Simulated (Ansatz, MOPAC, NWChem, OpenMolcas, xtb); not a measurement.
How methods differ on CH4FSi (SMILES C[SiH]F)

CH4FSi, doublet, SMILES `C[SiH]F`. Each level relaxes the structure for itself.

Quantity: the zero-point energy at each level's own minimum, in kJ/mol. The values are calculated.

```csv
level,kind,program,value (kJ/mol)
MNDO,semi-empirical,MOPAC,130.6
PM3,semi-empirical,MOPAC,121.5
PM6-DH+,semi-empirical,MOPAC,107.7
GFN2-xTB,semi-empirical,xtb,121.7
UHF/3-21G,Hartree–Fock,OpenMolcas,132.8
UHF/6-31G* (Cartesian functions),Hartree–Fock,OpenMolcas,132.2
UBP86-D3(BJ)/def2-SVP,GGA,NWChem,118.7
UB3LYP-D3(BJ)/6-311G**,global hybrid,NWChem,122.5
UPBE0-D4/def2-TZVP,global hybrid,Ansatz,122.9
"CASSCF(5,5)/6-31G* (Cartesian functions)",multireference,OpenMolcas,130.0
```

Harmonic and unscaled. The values span 107.7 to 132.8 kJ/mol.
